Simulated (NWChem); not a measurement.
Molecule: allene (C3H4); SMILES C=C=C

```xyz
7

C      0.0000     0.0000     1.3078
C      0.0000     0.0000     0.0000
C      0.0000     0.0000    -1.3078
H     -0.6624     0.6624     1.8749
H      0.6624    -0.6624     1.8749
H     -0.6624    -0.6624    -1.8749
H      0.6624     0.6624    -1.8749
```
Atoms are numbered in this order, from 1.

Program: NWChem. The geometry was optimised at PBE0/def2-SVP. GIAO values for the isolated, static molecule; σ is the absolute isotropic shielding, δ = σ(reference) − σ with the isolated reference molecule computed at the same levels (13C: tetramethylsilane, 1H: tetramethylsilane).

Problem. What does the run give for PBE0/pcSseg-1? Quantities: δ C1 (ppm); δ C2 (ppm); δ H4 (ppm).

Solution. The δ C1 (ppm) is 78.6 and the δ C2 (ppm) comes out as 227.4. The δ H4 (ppm) comes out as 4.93.
